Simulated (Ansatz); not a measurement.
## AlMgH₂ (H-bridged), quartet in 6-31G: errors against full CI

Geometry: displaced at random from a stationary point.

```
atom    x (Å)    y (Å)    z (Å)
  Al   0.0769   0.0543   1.2152
  Mg  -0.0879   0.0051  -1.4655
   H  -0.0113  -0.3531   2.7567
   H   0.0718  -1.2240   0.0529
```

Basis 6-31G; Ansatz 0.2.0. Correlated methods freeze the noble-gas cores, which leaves 7 electrons in 20 orbitals. R marks a restricted (for open shells ROHF) determinant, U an unrestricted one. Active spaces: valence = (7e, 10o) chosen from the atoms' valence shells. The metal's outer-core shells are frozen, which leaves out core–valence correlation.

Full CI is exact within this basis and frozen core; it isn't the basis-set limit. The frozen core follows each run's orbitals, which can shift R against U totals by a few meV.

For open shells CISD is restricted-active-space CI with the open shells as a complete middle space.

- UHF ⟨S²⟩: 3.754
- T1 diagnostic (RCCSD): 0.0248
- largest doubles amplitude (RCCSD): 0.047
- T1 diagnostic (UCCSD): 0.0235

```
                   level  E − E(full CI) (kJ/mol)  share of correlation (%)  wall time
                     RHF                    158.8                      0.00          –
                     UHF                    156.6                      1.41          –
                    RMP2                     54.1                     65.92          –
                    UMP2                     53.8                     66.14          –
                    CISD                      8.8                     94.49      0.3 s
                   RCCSD                      5.3                     96.66          –
                   UCCSD                      5.2                     96.70          –
                RCCSD(T)                      1.9                     98.82     0.33 s
                UCCSD(T)                      1.8                     98.85     0.33 s
                 BCCD(T)                      1.9                     98.78     0.39 s
                  RCCSDT                      0.1                     99.92          –
                  UCCSDT                      0.1                     99.96          –
               RCCSDT(Q)                      0.0                     99.99      1.1 s
               UCCSDT(Q)                     -0.1                    100.04      1.1 s
                 RCCSDTQ                      0.0                    100.01       13 s
                 UCCSDTQ                     -0.1                    100.05       14 s
  CASSCF (valence space)                     34.5                     78.30          –
  NEVPT2 (valence space)                     11.5                     92.77      1.4 s
  MRCISD (valence space)                      1.4                     99.13          –
MRCISD+Q (valence space)                      0.9                     99.42      3.5 s
```

The correlation energy at full CI, counted from RHF, is -1.646 eV. That run took 13 s on 1 thread of AMD EPYC 9R45, shared host over 2,945,760 determinants.

Times hold each run's SCF and search for its determinant on a shared host, so for small cases they say little of a method's own cost; they ran on 1 thread of AMD EPYC 9R45.

The full-CI state has the irrep A of C1, in the program's axes.

Natural occupations of full CI about the gap: 1.961 1.950 0.995 0.987 0.982 0.037 0.025 0.021 0.014 0.010; effectively unpaired electrons, Σ n²(2−n)², 3.03.
